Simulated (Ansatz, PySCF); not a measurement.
System: CH$_{2}$F$_{2}$ (charge +1, doublet). 
Geometry from a B3LYP-D3(BJ)/def2-TZVP (Ansatz, a quantum-chemistry and plane-wave program) optimisation:
```
C
F 1 1.2809
F 1 1.2809 2 116.11
H 1 1.1705 2 112.06 3 130.54
H 1 1.1705 4 89.55 3 113.71
```
Charge +1, spin multiplicity 2.

Total electronic energies in hartree. Cores are frozen in the correlated levels unless marked. UHF or UKS for open shells. No spin-orbit coupling. Non-relativistic. CBS marks a two-point X^-3 extrapolation of the correlation energy; Hartree-Fock from the larger set. [CCSD(T)-MP2]/basis is that difference in the basis named.

```csv
level,program,energy (Eh)
HF-D4/def2-TZVPD,PySCF + dftd4,-237.55793
PBE0/def2-TZVP,Ansatz,-238.39920
r2SCANh/def2-TZVPD,Ansatz,-238.51998
r2SCAN0/def2-TZVPD,Ansatz,-238.49564
PW6B95-D3(BJ)/def2-TZVPD,PySCF + dftd3,-238.88884
B2PLYP/def2-TZVPD,Ansatz,?
RPA@PBE/cc-pVQZ,Ansatz,-238.63743
SCS-MP2/6-31G*,Ansatz,-237.88861
"RI-MP2/CBS(aug-cc-pVTZ,aug-cc-pVQZ)+[CCSD(T)-MP2]/aug-cc-pVTZ",Ansatz,-238.3483
```

Problem. Complete the blanks.

Solution. 
- B2PLYP/def2-TZVPD, energy (Eh): -238.48982
